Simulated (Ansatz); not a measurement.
# Ladder of methods for the zone-centre TO phonon frequency of diamond

Reference value: 1333 cm⁻¹ (measured, low temperature, zero-point motion not removed; as tabulated in Kunc et al. (2003), arXiv:cond-mat/0304692).

| level (code) | value (cm⁻¹) | cell (Å³/atom) |
|---|---|---|
| LDA (Ansatz) | 1323 | 5.51 |
| PBE (Ansatz) | ___ | 5.70 |
| PBE-D3(BJ) (Ansatz) | 1306 | 5.63 |
| r²SCAN+rVV10 (Ansatz) | 1326 | 5.63 |
| Hartree–Fock (Ansatz) | 1518 | 5.60 |

Task: Fill in the missing entries.

Result: 
- PBE (Ansatz, a program for electronic structure), value (cm⁻¹): 1290

Differences against the reference: LDA -0.8 %, PBE -3.2 %, PBE-D3(BJ) -2.0 %, r²SCAN+rVV10 -0.5 %, Hartree–Fock +13.9 %.

Once the reference is moved by up to 2.0 % (a margin picked here for doubts on the reference and the settings, and for temperature and zero-point motion) and values within 0.7 % count as equal, the nearest can be r²SCAN+rVV10 (-0.5 %), LDA (-0.8 %) or PBE-D3(BJ) (-2.0 %). Among them Hartree–Fock (+13.9 %) misses by most. Within 10 %: LDA, PBE, PBE-D3(BJ), r²SCAN+rVV10.

The measured value isn't corrected to a static lattice, so vibrations enter the comparison.  PBE-D3(BJ): the dispersion coefficients are held fixed in the derivatives. Each level is taken at its own relaxed cell. Cutoffs and k meshes differ between the levels. Ansatz's density-functional and Hartree–Fock values are scalar-relativistic unless marked +SOC, with PAW data made under PBE.

Differences are worked out from the printed values.
